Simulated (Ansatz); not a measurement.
# BH4 (doublet): correlated methods under varied settings at distance H1–H2 along a hydrogen transfer = 0.907 Å

Aim: run BH4 (doublet) at one geometry under a spread of methods and options, and see what each costs and gives.

The runs use Ansatz 0.2.0, Gaussian basis; the settings change from run to run.

5 further runs of the same task are left out: 5 that didn't finish.

## Step 1: What is computed

The geometry derives from fragments relaxed apart (PBE0/def2-TZVP) and kept rigid, so it is no stationary point. A hydrogen atom is moved between rigid fragments.

5 atoms, charge 0, spin multiplicity 2.

Atoms are counted from 1 here; the program's logs count them from 0.

Bond lengths: B3–H4 1.191 Å, B3–H5 1.191 Å. Angles: H4–B3–H5 129.4°.

Geometry (Å):

```xyz
5
BH4
H    -2.2748    0.0000    0.0000
H    -1.3678    0.0000    0.0000
B     0.2062    0.0000    0.0000
H     0.7153    0.0000    1.0770
H     0.7153    0.0000   -1.0770
```

## Step 2: NEVPT2(1,7)/6-31G

File in.yaml:

```yaml
crystal:
  periodic: [false, false, false]
  atoms:
    - {symbol: H, position_ang: [-2.274774, 0.000000, 0.000000]}
    - {symbol: H, position_ang: [-1.367774, 0.000000, 0.000000]}
    - {symbol: B, position_ang: [0.206226, 0.000000, 0.000000]}
    - {symbol: H, position_ang: [0.715299, 0.000000, 1.077008]}
    - {symbol: H, position_ang: [0.715299, 0.000000, -1.077008]}
basis:
  gaussian: {orbitals: 6-31G}
magnetization: {spin_polarized: false, initial_magnetization: 1}
correlation: {method: sc_nevpt2, electrons: outside_noble_gas, active_space: {window: {electrons: 1, orbitals: 7}}}
```

On the command line:

```sh
$ ansatz run in.yaml --threads 1 --pin off --events-out ev --progress --plain --max-ram 2393MiB
```

Log:

```text
Functional definition: HF
  name "HF"
  cite "Fock, Z. Phys. 61, 126 (1930) doi:10.1007/BF01340294"
  parent pbe
  exchange = exact_x
  correlation = 0
254 factors; integrals over basis functions are off by at most 5.8e-4 eV
mean field evaluation 1: about -729.4804 eV, gradient 9.0e0 eV
mean field evaluation 2: about -729.4766 eV, gradient 8.9e0 eV
mean field evaluation 4: about -730.0570 eV, gradient 7.0e-1 eV
mean field evaluation 8: about -730.0610 eV, gradient 8.6e-3 eV
mean field evaluation 16: about -729.1390 eV, gradient 1.7e-2 eV
mean field evaluation 32: about -729.1367 eV, gradient 5.4e-1 eV
mean field -730.06099599 eV, -26.8292467495 hartree, gradient 1.6e-6 eV, S^2 0.750000; 6 other end points of the search recorded, 0 dependent functions left out
reference -730.06099599 eV, -26.8292467495 hartree; 5, 4 occupied and 12, 13 virtual orbitals, 254 factors
state -730.06099599 eV, -26.8292467495 hartree
state -730.06099599 eV, -26.8292467495 hartree; corrected -731.81352687 eV, -26.8936510713 hartree
WARN: 6 active orbitals are nearly empty or full. The corrections depend on them more than the energy does, and are more stable in an active space without them
Total energy: -731.81352687 eV, -26.8936510713 hartree
```

Wall time 0.33 s (1 thread of Arm Neoverse N1, shared host).

From the report: 4 determinants; active occupations 1.00, 0.00, 0.00, 0.00, 0.00, 0.00, 0.00. The report marks this result as in doubt.

## Step 3: BCCD(T) on ROHF/6-31G

Changes to in.yaml since step 2:

```diff
@@ -11,2 +11,3 @@
 magnetization: {spin_polarized: false, initial_magnetization: 1}
-correlation: {method: sc_nevpt2, electrons: outside_noble_gas, active_space: {window: {electrons: 1, orbitals: 7}}}
+correlation: {method: bccd_t, electrons: outside_noble_gas, diis_vectors: 4}
+scf: {lower_state_search: off}
```

The command is unchanged.

Log, cut to the lines that bear on the results:

```text
Functional definition: HF
  name "HF"
  cite "Fock, Z. Phys. 61, 126 (1930) doi:10.1007/BF01340294"
  parent pbe
[...]
254 factors; integrals over basis functions are off by at most 5.8e-4 eV
[...]
mean field -730.06099599 eV, -26.8292467495 hartree, gradient 1.6e-6 eV, S^2 0.750000; 0 other end points of the search recorded, 0 dependent functions left out
1 core orbitals not correlated: weight in the atoms' cores, before any rotation towards them, 1.000 or more for the frozen orbitals, at most 0.000 for the correlated occupied ones
reference -730.06099599 eV, -26.8292467495 hartree; 4, 3 occupied and 12, 13 virtual orbitals, 254 factors
second order -1.70324708 eV of doubles, -0.10187774 eV of singles
cycle   1  -2.24907651 eV  change   -4.4e-1 eV  update   5.2e-2
[...]
cycle  11  -2.43398501 eV  change    2.8e-6 eV  update   1.7e-6
perturbative correction -0.02813866 eV, -0.0010340765 hartree
Total energy: -732.52311965 eV, -26.9197281252 hartree
Checks for a lower state left out: stability, starts, cluster_reference, orbital_swaps, neighbouring_geometries, increment
```

It took 0.48 s on 1 thread of Arm Neoverse N1, shared host.

From the report: correlation -2.4621 eV; largest double amplitude 0.07.

## Step 4: NEVPT4(SD)(5,5)/6-31G*

Changes to in.yaml since step 3:

```diff
@@ -9,5 +9,4 @@
 basis:
-  gaussian: {orbitals: 6-31G}
+  gaussian: {orbitals: "6-31G*", fitting: {mean_field: def2-universal-jkfit}}
 magnetization: {spin_polarized: false, initial_magnetization: 1}
-correlation: {method: bccd_t, electrons: outside_noble_gas, diis_vectors: 4}
-scf: {lower_state_search: off}
+correlation: {method: fic_nevpt4_sd, electrons: all, active_space: {window: {electrons: 5, orbitals: 5}}}
```

Launched as before.

Log, cut to the lines that bear on the results:

```text
Functional definition: HF
  name "HF"
  cite "Fock, Z. Phys. 61, 126 (1930) doi:10.1007/BF01340294"
  parent pbe
[...]
147 factors; integrals over basis functions are off by at most 5.9e-2 eV
[...]
mean field -730.35332326 eV, -26.8399895785 hartree, gradient 1.0e-6 eV, S^2 0.750000; 6 other end points of the search recorded, 0 dependent functions left out
reference -730.35332326 eV, -26.8399895785 hartree; 5, 4 occupied and 18, 19 virtual orbitals, 147 factors
state -731.46192862 eV, -26.8807300742 hartree
state -731.46192862 eV, -26.8807300742 hartree; corrected -733.42180969 eV, -26.9527543749 hartree
state -731.13819919 eV, -26.8688332369 hartree
state -731.13819919 eV, -26.8688332369 hartree; corrected -733.40025750 eV, -26.9519623467 hartree
state -731.46192862 eV, -26.8807300742 hartree; corrected -733.42180969 eV, -26.9527543749 hartree
Total energy: -733.42180969 eV, -26.9527543749 hartree
```

It took 0.99 s on 1 thread of Arm Neoverse N1, shared host.

From the report: 100 determinants; active occupations 1.98, 1.97, 1.00, 0.03, 0.02.

## Step 5: CCSD(T) on UHF/6-31G*

File in.yaml:

```yaml
crystal:
  periodic: [false, false, false]
  atoms:
    - {symbol: H, position_ang: [-2.274774, 0.000000, 0.000000]}
    - {symbol: H, position_ang: [-1.367774, 0.000000, 0.000000]}
    - {symbol: B, position_ang: [0.206226, 0.000000, 0.000000]}
    - {symbol: H, position_ang: [0.715299, 0.000000, 1.077008]}
    - {symbol: H, position_ang: [0.715299, 0.000000, -1.077008]}
basis:
  gaussian: {orbitals: "6-31G*"}
magnetization: {spin_polarized: true, initial_magnetization: 1}
correlation: {method: ccsd_t, electrons: outside_noble_gas}
accuracy: high
output: {forces: true}
```

Launched as before.

Log, cut to the lines that bear on the results:

```text
Functional definition: HF
  name "HF"
  cite "Fock, Z. Phys. 61, 126 (1930) doi:10.1007/BF01340294"
  parent pbe
[...]
477 factors; integrals over basis functions are off by at most 3.3e-9 eV
[...]
mean field -730.58809775 eV, -26.8486173820 hartree, gradient 2.6e-8 eV, S^2 0.782612; 4 other end points of the search recorded, 0 dependent functions left out
determinant -730.58809775 eV, -26.8486173820 hartree, with singles and doubles -733.32577308 eV, -26.9492250946 hartree
determinant -729.46373561 eV, -26.8072978355 hartree, with singles and doubles -732.48514951 eV, -26.9183327482 hartree
1 core orbitals not correlated: weight in the atoms' cores, before any rotation towards them, 1.000 or more for the frozen orbitals, at most 0.000 for the correlated occupied ones
reference -730.58809775 eV, -26.8486173820 hartree; 4, 3 occupied and 18, 19 virtual orbitals, 477 factors
second order -2.06935757 eV of doubles, -0.00000000 eV of singles
cycle   1  -2.73769329 eV  change   -1.8e-5 eV  update   8.7e-5
[...]
cycle  16  -2.73770653 eV  change  -2.2e-10 eV  update  2.3e-10
perturbative correction -0.04479439 eV, -0.0016461635 hartree
[...]
Total energy: -733.37059867 eV, -26.9508724048 hartree
Atom 0 at    -2.274774     0.000000     0.000000 Å, force     0.193886     0.000000     0.000000 eV/Å
Atom 1 at    -1.367774     0.000000     0.000000 Å, force    -0.338635    -0.000000     0.000000 eV/Å
Atom 2 at     0.206226     0.000000     0.000000 Å, force    -0.213792    -0.000000     0.000000 eV/Å
Atom 3 at     0.715299     0.000000     1.077008 Å, force     0.179270     0.000000    -0.000539 eV/Å
Atom 4 at     0.715299     0.000000    -1.077008 Å, force     0.179270     0.000000     0.000539 eV/Å
Dipole moment:     0.183721     0.000000    -0.000000 e Å
```

Wall time 1.6 s (1 thread of Arm Neoverse N1, shared host).

From the report: ⟨S²⟩ of the determinant 0.783 (pure doublet: 0.75); correlation -2.7825 eV; T1 0.015; largest double amplitude 0.07.

## Step 6: CCSDT on UHF/6-31G

Changes to in.yaml since step 5:

```diff
@@ -9,6 +9,5 @@
 basis:
-  gaussian: {orbitals: "6-31G*"}
+  gaussian: {orbitals: 6-31G, point_charges: [{charge: -0.50, position_ang: [4.568, 0.784, 0.338]}]}
 magnetization: {spin_polarized: true, initial_magnetization: 1}
-correlation: {method: ccsd_t, electrons: outside_noble_gas}
-accuracy: high
-output: {forces: true}
+hamiltonian: {pseudopotentials: {relativity: none}}
+correlation: {method: ccsdt, electrons: valence}
```

Same command.

Log, cut to the lines that bear on the results:

```text
Functional definition: HF
  name "HF"
  cite "Fock, Z. Phys. 61, 126 (1930) doi:10.1007/BF01340294"
  parent pbe
[...]
385 factors; integrals over basis functions are off by at most 1.5e-7 eV
[...]
mean field -730.32349873 eV, -26.8388935473 hartree, gradient 8.3e-6 eV, S^2 0.781680; 4 other end points of the search recorded, 0 dependent functions left out
determinant -730.32349873 eV, -26.8388935473 hartree, with singles and doubles -732.52997589 eV, -26.9199800875 hartree
determinant -729.16728755 eV, -26.7964035700 hartree, with singles and doubles -731.63341656 eV, -26.8870321397 hartree
1 core orbitals not correlated: weight in the atoms' cores, before any rotation towards them, 1.000 or more for the frozen orbitals, at most 0.000 for the correlated occupied ones
reference -730.32349873 eV, -26.8388935473 hartree; 4, 3 occupied and 12, 13 virtual orbitals, 385 factors
second order -1.59275099 eV of doubles, -0.00000000 eV of singles
cycle   1  -1.98751135 eV  change   -3.9e-1 eV  update   5.1e-2
[...]
cycle  15  -2.24437125 eV  change   -3.0e-7 eV  update   6.5e-7
Total energy: -732.56786998 eV, -26.9213726696 hartree
```

Wall time 0.9 s (1 thread of Arm Neoverse N1, shared host).

From the report: ⟨S²⟩ of the determinant 0.782 (pure doublet: 0.75); correlation -2.2444 eV; T1 0.012; largest double amplitude 0.07.

## Step 7: CASCI(3,4)/def2-SVP

File in.yaml:

```yaml
crystal:
  periodic: [false, false, false]
  atoms:
    - {symbol: H, position_ang: [-2.274774, 0.000000, 0.000000]}
    - {symbol: H, position_ang: [-1.367774, 0.000000, 0.000000]}
    - {symbol: B, position_ang: [0.206226, 0.000000, 0.000000]}
    - {symbol: H, position_ang: [0.715299, 0.000000, 1.077008]}
    - {symbol: H, position_ang: [0.715299, 0.000000, -1.077008]}
basis:
  gaussian: {orbitals: def2-SVP}
magnetization: {spin_polarized: false, initial_magnetization: 1}
correlation: {active_space: {window: {electrons: 3, orbitals: 4}, fixed_orbitals: true, states: [{multiplicity: 2, weights: [0.5, 1, 0.5, 0.5]}]}}
```

Same command.

Log:

```text
Functional definition: HF
  name "HF"
  cite "Fock, Z. Phys. 61, 126 (1930) doi:10.1007/BF01340294"
  parent pbe
  exchange = exact_x
  correlation = 0
586 factors; integrals over basis functions are off by at most 2.0e-7 eV
mean field evaluation 1: about -729.2898 eV, gradient 9.4e0 eV
mean field evaluation 2: about -729.2900 eV, gradient 9.4e0 eV
mean field evaluation 4: about -729.9097 eV, gradient 6.5e-1 eV
mean field evaluation 8: about -729.9134 eV, gradient 1.7e-3 eV
mean field evaluation 16: about -729.0155 eV, gradient 1.0e-5 eV
mean field evaluation 32: about -729.0155 eV, gradient 9.8e-3 eV
mean field -729.91344576 eV, -26.8238243785 hartree, gradient 3.7e-6 eV, S^2 0.750000; 6 other end points of the search recorded, 0 dependent functions left out
reference -729.91344576 eV, -26.8238243785 hartree; 5, 4 occupied and 29, 30 virtual orbitals, 586 factors
state -729.93705445 eV, -26.8246919820 hartree
state -728.15188157 eV, -26.7590880886 hartree
state -722.56081426 eV, -26.5536201547 hartree
state -722.29125662 eV, -26.5437140941 hartree
Total energy: -726.21857769 eV, -26.6880404816 hartree
```

It took 0.33 s on 1 thread of Arm Neoverse N1, shared host.

From the report: 6 determinants; active occupations (of the averaged states) 1.60, 0.80, 0.60, 0.00.

## Step 8: NEVPT4(SD)(3,8)/6-31G

Changes to in.yaml since step 7:

```diff
@@ -9,4 +9,5 @@
 basis:
-  gaussian: {orbitals: def2-SVP}
+  gaussian: {orbitals: 6-31G}
 magnetization: {spin_polarized: false, initial_magnetization: 1}
-correlation: {active_space: {window: {electrons: 3, orbitals: 4}, fixed_orbitals: true, states: [{multiplicity: 2, weights: [0.5, 1, 0.5, 0.5]}]}}
+correlation: {method: fic_nevpt4_sd, electrons: valence, active_space: {window: {electrons: 3, orbitals: 8}, states: [{multiplicity: 2, weights: [0.5, 0.5, 1]}]}}
+scf: {lower_state_search: light}
```

The command is unchanged.

Log, cut to the lines that bear on the results:

```text
Functional definition: HF
  name "HF"
  cite "Fock, Z. Phys. 61, 126 (1930) doi:10.1007/BF01340294"
  parent pbe
[...]
385 factors; integrals over basis functions are off by at most 1.5e-7 eV
[...]
mean field -730.06100296 eV, -26.8292470056 hartree, gradient 1.6e-6 eV, S^2 0.750000; 6 other end points of the search recorded, 0 dependent functions left out
reference -730.06100296 eV, -26.8292470056 hartree; 5, 4 occupied and 12, 13 virtual orbitals, 385 factors
state -730.49250878 eV, -26.8451045520 hartree
state -729.34721508 eV, -26.8030157850 hartree
state -723.55237552 eV, -26.5900593590 hartree
state -730.49250878 eV, -26.8451045520 hartree; corrected -732.44015882 eV, -26.9166793708 hartree
state -729.34721508 eV, -26.8030157850 hartree; corrected -731.62890717 eV, -26.8868664225 hartree
state -723.55237552 eV, -26.5900593590 hartree; corrected -726.13640125 eV, -26.6850205531 hartree
Total energy: -729.08546712 eV, -26.7933967249 hartree
```

Run time: 4.7 s. Hardware: 1 thread of Arm Neoverse N1, shared host.

From the report: 60 determinants; active occupations (of the averaged states) 1.49, 0.75, 0.75, 0.01, 0.00, 0.00, 0.00, 0.00.

## Step 9: CCSDT(Q)/B/6-31G

File in.yaml:

```yaml
crystal:
  periodic: [false, false, false]
  atoms:
    - {symbol: H, position_ang: [-2.274774, 0.000000, 0.000000]}
    - {symbol: H, position_ang: [-1.367774, 0.000000, 0.000000]}
    - {symbol: B, position_ang: [0.206226, 0.000000, 0.000000]}
    - {symbol: H, position_ang: [0.715299, 0.000000, 1.077008]}
    - {symbol: H, position_ang: [0.715299, 0.000000, -1.077008]}
basis:
  gaussian: {orbitals: 6-31G, point_charges: [{charge: -1.00, position_ang: [5.261, 0.114, 0.676]}]}
magnetization: {spin_polarized: true, initial_magnetization: 1}
hamiltonian: {xc: {name: r2SCAN}}
correlation: {method: ccsdt_q_b, electrons: all}
output: {forces: true}
```

The command is unchanged.

Log, cut to the lines that bear on the results:

```text
Functional definition: r2SCAN
  name "r2SCAN"
  cite "Furness, Kaplan, Ning, Perdew & Sun, J. Phys. Chem. Lett. 11, 8208 (2020) doi:10.1021/acs.jpclett.0c02405"
  cite "Furness, Kaplan, Ning, Perdew & Sun, J. Phys. Chem. Lett. 11, 9248 (2020) doi:10.1021/acs.jpclett.0c03077"
  parent r2scan
[...]
385 factors; integrals over basis functions are off by at most 1.5e-7 eV
[...]
mean field -736.29796370 eV, -27.0584510851 hartree, gradient 9.8e-6 eV, S^2 0.759451; 4 other end points of the search recorded, 0 dependent functions left out
reference -730.25246610 eV, -26.8362831464 hartree; 5, 4 occupied and 12, 13 virtual orbitals, 385 factors
second order -1.70236866 eV of doubles, -0.07672892 eV of singles
cycle   1  -2.15790502 eV  change   -3.8e-1 eV  update   4.8e-2
[...]
cycle  16  -2.37959791 eV  change   -3.1e-7 eV  update   2.3e-7
perturbative correction -0.00077904 eV, -0.0000286291 hartree
[...]
Total energy: -732.63284305 eV, -26.9237603856 hartree
Atom 0 at    -2.274774     0.000000     0.000000 Å, force     0.099724    -0.000318     0.000403 eV/Å
Atom 1 at    -1.367774     0.000000     0.000000 Å, force    -0.436498    -0.000052    -0.005137 eV/Å
Atom 2 at     0.206226     0.000000     0.000000 Å, force    -0.048334     0.006274     0.040161 eV/Å
Atom 3 at     0.715299     0.000000     1.077008 Å, force     0.202776    -0.002951     0.139858 eV/Å
Atom 4 at     0.715299     0.000000    -1.077008 Å, force     0.209936    -0.002731    -0.171891 eV/Å
Dipole moment:     0.311141     0.000853     0.013612 e Å
```

Run time: 18 s. Hardware: 1 thread of Arm Neoverse N1, shared host.

From the report: ⟨S²⟩ of the determinant 0.759 (pure doublet: 0.75); correlation -2.3804 eV; T1 0.008; largest double amplitude 0.06. The orbitals are Kohn-Sham ones, so correlation energy and T1 don't compare with those on Hartree-Fock orbitals.

## Step 10: The runs in one table

Where basis and cores are those of an earlier FCI/6-31G run (-732.5347 eV), and the state is the same kind, the miss against it is given. † marks a result that the program doubts.

| level | correlated | functions | energy (eV) | from FCI (meV) | time |
| --- | --- | --- | --- | --- | --- |
| NEVPT2(1,7)/6-31G † | outside noble gas | 17 | -731.8135 | 721.1 | 0.33 s |
| BCCD(T) on ROHF/6-31G | outside noble gas | 17 | -732.5231 | 11.5 | 0.48 s |
| NEVPT4(SD)(5,5)/6-31G* | all | 23 | -733.4218 |  | 0.99 s |
| CCSD(T) on UHF/6-31G* | outside noble gas | 23 | -733.3706 |  | 1.6 s |
| CCSDT on UHF/6-31G (beside a point charge) | valence | 17 | -732.5679 |  | 0.9 s |
| CASCI(3,4)/def2-SVP (mean of several states) |  | 34 | -726.2186 |  | 0.33 s |
| NEVPT4(SD)(3,8)/6-31G (mean of several states) | valence | 17 | -729.0855 |  | 4.7 s |
| CCSDT(Q)/B/6-31G (beside a point charge, on r2SCAN orbitals) | all | 17 | -732.6328 |  | 18 s |

## Step 11: What came out

```
quantity                                                               value
    runs                                                                   8
quickest                                         NEVPT2(1,7)/6-31G †, 0.33 s
 slowest  CCSDT(Q)/B/6-31G (beside a point charge, on r2SCAN orbitals), 18 s
```

Total energies in different bases, with other cores or another treatment of relativity can't be set against each other. CCSDT(Q)/B/6-31G (beside a point charge, on r2SCAN orbitals) took 55 times as long as NEVPT2(1,7)/6-31G †; the jobs differ in more than the method. Among the correlated runs with a miss given, it spans +12 to +721 meV.
